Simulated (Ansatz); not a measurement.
A nudged elastic band was laid between two geometries of FH + H2Si (5 atoms, charge 0, multiplicity 1).

Level of theory: UKS B3LYP/def2-SVP (Ansatz 0.2.0).

- movable images: 7
- climbing image: yes
- spring: 5.0 eV/Å²
- optimiser: quadratic models (default)
- start path: straight line
- force threshold: 0.05 eV/Å
- iteration limit: 60
- end points: relaxed

First end point:

```xyz
5
Properties=species:S:1:pos:R:3
Si -0.720 0.038 0.645
H 0.361 -1.360 -1.224
F 0.719 -0.531 -0.982
H 0.466 0.422 1.527
H -0.826 1.432 0.034
```

Last end point:

```xyz
5
Properties=species:S:1:pos:R:3
Si -0.033 -0.007 0.024
H -0.615 -1.321 -0.358
F 1.268 0.276 -0.914
H 0.403 -0.028 1.445
H -1.023 1.080 -0.198
```

(1) Which bonds break or form, and what moves?

(2) What energy profile does the band end with?

(3) What is the geometry of the highest image?

## Answers

(1) Bonds broken: H2–F3. Bonds formed: Si1–H2. FH + H2Si becomes FH3Si.

(2) The forces met the threshold. The highest image is number 3 of 0 to 8, 0.36 eV above the first end and 3.61 eV above the last; the last end lies 3.25 eV below the first. Neighbouring images differ by up to 1.3 eV, so the band resolves the path poorly. Another band between the same ends (7 images) ends at a top of the same energy, where a vibrational analysis finds 1 clearly imaginary mode. The orbitals stay closed-shell, which can raise the energy where a bond breaks towards radicals; this wasn't checked here.

| image | path coordinate (Å) | energy (eV) | H2–F3 (Å) | Si1–H2 (Å) |
| --- | --- | --- | --- | --- |
| 0 | 0.00 | 0.00 | 0.93 | 2.57 |
| 1 | 0.26 | 0.03 | 0.94 | 2.26 |
| 2 | 0.53 | 0.15 | 0.98 | 1.94 |
| 3 | 0.79 | 0.36 | 1.15 | 1.67 |
| 4 | 1.07 | -0.19 | 1.43 | 1.54 |
| 5 | 1.34 | -1.45 | 1.72 | 1.49 |
| 6 | 1.62 | -2.52 | 2.02 | 1.48 |
| 7 | 1.89 | -3.09 | 2.30 | 1.48 |
| 8 | 2.17 | -3.25 | 2.53 | 1.49 |

(3) 
```xyz
5
Properties=species:S:1:pos:R:3:forces:R:3
Si -0.445 -0.043 0.357 0.00 0.00 0.00
H 0.043 -1.142 -0.808 0.00 0.00 0.00
F 0.894 -0.404 -1.047 0.00 0.00 0.00
H 0.436 0.263 1.536 0.00 0.00 0.00
H -0.928 1.325 -0.039 0.00 0.00 0.00
```

Run time: 83 s on 1 thread of Arm Neoverse V1, on a shared host, peak memory 0.11 GiB.
